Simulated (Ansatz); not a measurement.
**AlH₃+ (doublet): PBE0, B3LYP, wB97M-V over a scan of the scale of all distances, aug-cc-pVDZ**

How well do these functionals follow the top wave-function level for AlH₃+ (doublet) over a scan of the scale of all distances?

Computed with Ansatz 0.2.0, Gaussian basis. Level: aug-cc-pVDZ, all electrons in the functionals.

Plan: PBE0, B3LYP, wB97M-V, at 0.868; 1.000; 1.110; 1.318; 1.488; 1.782; 2.032; 2.409.

17 further runs of the same task are left out: 12 that didn't finish, 5 set aside as unsound or not needed.

## Step 1: The system

The geometry derives from a PBE0/def2-TZVP stationary point (not a proven minimum). All distances are scaled together.

4 atoms, charge 1, spin multiplicity 2.

Atoms are counted from 1 here; the program's logs count them from 0.

Bond lengths: Al1–H2 1.560 Å, Al1–H3 1.560 Å. Angles: H2–Al1–H3 167.6°.

Coordinates:

```
Al    0.0000    0.0571    0.0000
H     0.0000    0.2262   -1.5512
H     0.0000    0.2262    1.5512
H     0.0000   -1.9820    0.0000
```

No dispersion term is added; wB97M-V holds VV10 nonlocal correlation. B3LYP takes the VWN-RPA correlation.

The geometry shown and the zero of energy belong to the point 1.000. The yardstick, FCI, and other wave-function levels (R restricted, U unrestricted, valence and pair active spaces) come from earlier runs.

## Step 2: PBE0, 0.868

File in.yaml:

```yaml
crystal:
  periodic: [false, false, false]
  atoms:
    - {symbol: Al, position_ang: [0.000000, 0.049600, 0.000000]}
    - {symbol: H, position_ang: [0.000000, 0.196326, -1.346440]}
    - {symbol: H, position_ang: [0.000000, 0.196332, 1.346439]}
    - {symbol: H, position_ang: [0.000000, -1.720401, 0.000004]}
basis:
  gaussian: {orbitals: aug-cc-pVDZ}
total_charge: 1
magnetization: {spin_polarized: true, initial_magnetization: 1}
hamiltonian: {xc: {name: PBE0}}
output: {orbitals: {seedname: orbitals}}
```

On the command line:

```
> ansatz run in.yaml --threads 1 --pin off --events-out ev --progress --plain --max-ram 2393MiB
```

Further steps of the session: PBE0, 1.000; PBE0, 1.110; PBE0, 1.318; PBE0, 1.488; PBE0, 1.782; PBE0, 2.032; PBE0, 2.409; B3LYP, 0.868; B3LYP, 1.000; B3LYP, 1.110; B3LYP, 1.318; B3LYP, 1.488; B3LYP, 1.782; B3LYP, 2.032; B3LYP, 2.409; wB97M-V, 0.868; wB97M-V, 1.000; wB97M-V, 1.110; wB97M-V, 1.318; wB97M-V, 1.488; wB97M-V, 1.782; wB97M-V, 2.032; wB97M-V, 2.409.

Q: Predict the results of all the runs planned. Wanted: span of the FCI curve; largest miss, PBE0; largest miss, B3LYP; largest miss, wB97M-V.

**Answer**, as computed:

```
             quantity                  value
span of the FCI curve          94.0 kcal/mol
   largest miss, PBE0  +6.1 kcal/mol (1.488)
  largest miss, B3LYP  +7.9 kcal/mol (2.409)
largest miss, wB97M-V  +9.0 kcal/mol (1.488)
```

What this shows: Of the functionals, PBE0 keep the smallest largest miss at the points compared (at most 6.1 kcal/mol) and wB97M-V strays most (9.0 kcal/mol, at 1.488). PBE0, B3LYP, wB97M-V clearly break the spin symmetry at some points (⟨S²⟩ up to 1.00 above the pure value), so energy there is bought with a mixed spin. Functionals and the yardstick converge differently with the basis, so part of each miss in aug-cc-pVDZ is the basis.
